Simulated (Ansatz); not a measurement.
# SiNH₄ radical: one structure at several levels

Aim: energy, forces and dipole at a structure displaced at random from a GFN2-xTB minimum, from CCSD(T) and from density functionals.

Computed with Ansatz 0.2.0, Gaussian basis. Level: single points in def2-TZVPP.

Correlated methods freeze the cores. Orbitals are unrestricted.

## Step 1: The starting structure

SMILES `N[SiH2]`, 6 atoms, charge 0, spin multiplicity 2.

Atoms are counted from 1 here; the program's logs count them from 0.

Bond lengths: N1–Si2 1.714 Å, N1–H3 0.918 Å, N1–H4 1.047 Å, Si2–H5 1.471 Å, Si2–H6 1.476 Å. Angles: Si2–N1–H3 121.6°, Si2–N1–H4 126.4°, H3–N1–H4 102.0°, N1–Si2–H5 109.2°, N1–Si2–H6 108.4°, H5–Si2–H6 114.1°.

Coordinates:

```
N    -0.07610   -0.85090    0.00600
Si    0.26130    0.82570    0.12580
H     0.51480   -1.43430   -0.38620
H    -0.51630   -1.45040    0.74220
H     0.67670    1.33050   -1.19180
H    -0.92700    1.50160    0.68310
```

## Step 2: CCSD(T)/def2-TZVPP

File run/in.yaml:

```yaml
crystal:
  periodic: [false, false, false]
  atoms:
    - {symbol: N, position_ang: [-0.076100, -0.850900, 0.006000]}
    - {symbol: Si, position_ang: [0.261300, 0.825700, 0.125800]}
    - {symbol: H, position_ang: [0.514800, -1.434300, -0.386200]}
    - {symbol: H, position_ang: [-0.516300, -1.450400, 0.742200]}
    - {symbol: H, position_ang: [0.676700, 1.330500, -1.191800]}
    - {symbol: H, position_ang: [-0.927000, 1.501600, 0.683100]}
basis:
  gaussian: {orbitals: def2-TZVPP}
magnetization: {spin_polarized: true, initial_magnetization: 1}
correlation: {method: ccsd_t}
scf: {omitted_lower_state_checks: [cluster_reference]}
output: {forces: true}
```

No record of the launch command was kept for these runs.

## Step 3: PBE0-D4/def2-TZVPP

Edit run/in.yaml of step 2 so:

```diff
@@ -12,4 +12,3 @@
 magnetization: {spin_polarized: true, initial_magnetization: 1}
-correlation: {method: ccsd_t}
-scf: {omitted_lower_state_checks: [cluster_reference]}
-output: {forces: true}
+hamiltonian: {xc: pbe0, dispersion: d4}
+output: {forces: true, orbitals: {seedname: orbitals}}
```

## Step 4: wB97M-V/def2-TZVPP

Edit run/in.yaml of step 3 so:

```diff
@@ -12,3 +12,3 @@
 magnetization: {spin_polarized: true, initial_magnetization: 1}
-hamiltonian: {xc: pbe0, dispersion: d4}
-output: {forces: true, orbitals: {seedname: orbitals}}
+hamiltonian: {xc: {name: wB97M-V}}
+output: {forces: true}
```

## Step 5: r2SCAN-D4/def2-TZVPP

Edit run/in.yaml of step 4 so:

```diff
@@ -12,3 +12,3 @@
 magnetization: {spin_polarized: true, initial_magnetization: 1}
-hamiltonian: {xc: {name: wB97M-V}}
+hamiltonian: {xc: r2scan, dispersion: d4}
 output: {forces: true}
```

## Step 6: PBE-D4/def2-TZVPP

Edit run/in.yaml of step 5 so:

```diff
@@ -12,3 +12,3 @@
 magnetization: {spin_polarized: true, initial_magnetization: 1}
-hamiltonian: {xc: r2scan, dispersion: d4}
+hamiltonian: {xc: pbe, dispersion: d4}
 output: {forces: true}
```

## Step 7: revPBE-D4/def2-TZVPP

Edit run/in.yaml of step 6 so:

```diff
@@ -12,3 +12,3 @@
 magnetization: {spin_polarized: true, initial_magnetization: 1}
-hamiltonian: {xc: pbe, dispersion: d4}
+hamiltonian: {xc: {name: revPBE}, dispersion: d4}
 output: {forces: true}
```

## Step 8: HSE06-D4/def2-TZVPP

Edit run/in.yaml of step 7 so:

```diff
@@ -12,3 +12,3 @@
 magnetization: {spin_polarized: true, initial_magnetization: 1}
-hamiltonian: {xc: {name: revPBE}, dispersion: d4}
+hamiltonian: {xc: hse06, dispersion: d4}
 output: {forces: true}
```

(Steps that only read results are left out.)

**Question.** What will these runs give? Wanted: energy less free atoms, CCSD(T)/def2-TZVPP; RMS force component; RMS force error; HOMO and LUMO, PBE0-D4; T1 diagnostic.

As calculated:

```
                                  quantity                                                                                              value
energy less free atoms, CCSD(T)/def2-TZVPP                                                                                    -401.5 kcal/mol
                       RMS force component                                                               1.892 to 1.967 eV/Å over the methods
                           RMS force error  PBE0-D4 0.080, wB97M-V 0.037, r2SCAN-D4 0.065, PBE-D4 0.172, revPBE-D4 0.182, HSE06-D4 0.080 eV/Å
                    HOMO and LUMO, PBE0-D4                                                                                 -5.11 and -1.48 eV
                             T1 diagnostic                                                                                              0.015
```

Against CCSD(T) the functionals' energies less atoms differ by -16.8 to -8.6 kcal/mol, PBE-D4 by -16.8 kcal/mol. The reference is not at the basis limit: in triple zeta CCSD(T) underbinds, which counts against methods that bind more; the gaps are no ranking. For forces wB97M-V does best and revPBE-D4 worst. Frozen-core CCSD(T) forces in triple zeta carry basis errors of their own, and this is one geometry, so small gaps rank nothing.
